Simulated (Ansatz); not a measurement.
Which level was it?

The species is SiH2F2 (5 atoms), meant as a singlet with charge 0. SMILES: `F[SiH2]F`. Geometry: relaxed at PBE0-D4/def2-TZVP.

```xyz
5

F    -1.0790    0.5382    0.9807
Si   -0.0052   -0.0005   -0.0541
F     1.2476   -0.5206    0.7669
H    -0.5905   -1.1387   -0.7863
H     0.4271    1.1217   -0.9073
```

Orbital energies are those of the mean-field step.

A calculation with Ansatz 0.2.0 gave:

```json
{
 "total energy": "-489.8561 Eh",
 "HOMO energy": "-13.59 eV",
 "LUMO energy": "3.76 eV",
 "HOMO–LUMO gap": "17.35 eV"
}
```

Question: Which of these levels gave the numbers?
A. CCSD(T)/cc-pVTZ
B. HF/def2-SVPD
C. CCSD(T)/cc-pVDZ
D. HF/def2-QZVPPD

Answer: A. The others give -489.5855 Eh (CCSD(T)/cc-pVDZ), -489.2343 Eh (HF/def2-QZVPPD), -488.8549 Eh (HF/def2-SVPD).
